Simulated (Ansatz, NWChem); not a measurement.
## How basis sets differ on S2 (sulfur dimer)

The species is S2 (2 atoms), meant as a triplet with charge 0. SMILES: `S=S`. The bond length is the measured one.

```xyz
2

S     0.0000    0.0000    0.0000
S     0.0000    0.0000    1.8892
```

Quantity: the electronic atomisation energy, in eV. The values are calculated. Electronic energies at fixed atoms, without zero-point motion or spin-orbit coupling.

| level | kind | program | value (eV) | CPU time (all runs) |
| --- | --- | --- | --- | --- |
| UCAM-B3LYP/STO-3G | range-separated hybrid | Ansatz | 4.61 | 1.4 s |
| UCAM-B3LYP/cc-pVDZ | range-separated hybrid | NWChem | 4.05 | 9.7 s |
| UCAM-B3LYP/cc-pCVDZ | range-separated hybrid | NWChem | 4.08 | 17 s |
| UCAM-B3LYP/cc-pVTZ | range-separated hybrid | NWChem | 4.24 | 42 s |

The values span 4.05 to 4.61 eV. Without the sets that lack polarisation functions the rows with a basis span only 4.05 to 4.24 eV. Times are those of the runs behind each value, whatever else they computed, on shared processors of several kinds: orders of magnitude only.
